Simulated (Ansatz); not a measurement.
A calculation with Ansatz (development build ahead of 0.2.0).

```yaml
crystal:
  periodic: [false, false, false]
  atoms:
    - { symbol: C, position_ang: [1.48, 0.0, 0.0] }
    - { symbol: C, position_ang: [0.74, 1.28172, 0.0] }
    - { symbol: C, position_ang: [-0.74, 1.28172, 0.0] }
    - { symbol: C, position_ang: [-1.48, 0.0, 0.0] }
    - { symbol: C, position_ang: [-0.74, -1.28172, 0.0] }
    - { symbol: C, position_ang: [0.74, -1.28172, 0.0] }
    - { symbol: H, position_ang: [2.565, 0.0, 0.0] }
    - { symbol: H, position_ang: [1.2825, 2.22136, 0.0] }
    - { symbol: H, position_ang: [-1.2825, 2.22136, 0.0] }
    - { symbol: H, position_ang: [-2.565, 0.0, 0.0] }
    - { symbol: H, position_ang: [-1.2825, -2.22136, 0.0] }
    - { symbol: H, position_ang: [1.2825, -2.22136, 0.0] }
basis:
  gaussian: { orbitals: def2-SVP }
hamiltonian:
  xc: { name: wB97X }
```

The input is written out in the form of the current development build from the run's settings.

Output:

```yaml
Converged: yes
Total_energy: -231.97888 hartree
Spin_squared_of_the_determinant: 0.000
Stability_test: minimum among restricted orbitals
```

Caution: no unrestricted run beside it, a lower state can exist.
